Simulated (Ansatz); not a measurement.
Basis-set extrapolation for `COCCCF` (PBE0-D4/def2-TZVP geometry, frozen core, Ansatz). Multiplicity 1, RHF reference.

|  | def2-TZVPP | def2-QZVPP |
| --- | --- | --- |
| HF | -331.130741 | -331.146104 |
| MP2 correlation | -1.178607 | -1.266111 |
| CCSD(T) correlation | -1.270033 | not run |

Energies in hartree. Use E(X) = E(∞) + A·exp(−7.88·√X) for Hartree–Fock and E(X) = E(∞) + B·X^(−2.97) for correlation, with X = 3 and 4, and add CCSD(T) minus MP2 of the smaller set to the MP2 limit.

Problem. What is the CCSD(T) energy at the basis-set limit?

Solution. HF limit: -331.146104 + (-0.015363) × 0.13774 = -331.14822. MP2 limit: -1.266111 + (-0.087504) × 0.74074 = -1.33093. Higher-order term: -1.270033 − (-1.178607) = -0.09143. Total: -332.57058 hartree, 106.6 kcal/mol below CCSD(T)/def2-TZVPP.
